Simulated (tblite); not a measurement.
# C2H7OP3: the cost of one run

Programs: tblite 0.8.0 and PySCF 2.14.0, with density-fitted response routines of our own. Each step states its level of theory. These are calculated values for one molecule in the gas phase, unless marked as measured. Atoms count from 0, in the outputs and in this text.

**1. The starting structure**

13 atoms, charge 0, multiplicity 1; geometry from: force field or distance geometry start.

Bonds of the start (Å): O0–C1 1.40, C1–P2 1.85, P2–P3 2.00, P3–C4 1.83, C4–P5 1.83, O0–H6 1.00, C1–H7 1.12, C1–H8 1.10, C4–H9 1.12, C4–H10 1.14, P5–H11 1.45, P5–H12 1.44.

**2. Relaxing the molecule with GFN2-xTB**

The job: settings as JSON, then the geometry in Å.

```
{"job": {"kind": "relax", "xc": "GFN2-xTB", "basis": "xTB"}, "charge": 0, "multiplicity": 1}
O     -2.781700    -0.919600    -1.099600
C     -1.585600    -0.809000    -0.383700
P     -1.757700     0.629000     0.765200
P     -0.107800     1.699500     1.101700
C      1.506000     1.263800     0.362800
P      1.745000    -0.500000    -0.072700
H     -3.112100    -0.013900    -1.349500
H     -1.478600    -1.778900     0.156100
H     -0.720900    -0.735600    -1.060800
H      2.291200     1.579600     1.101300
H      1.592800     1.856500    -0.604300
H      3.107300    -0.825300    -0.433300
H      1.297800    -1.445600     0.915300
```

Command:

```console
$ OMP_NUM_THREADS=1 python probes_run.py task.json out
```

This one command runs all jobs of the session in turn.

**Question.** How long does this first job take on 1 thread of AMD EPYC 7R43, shared host, and how much memory does it need?

About 1.2 s, with a peak of 0.18 GiB.
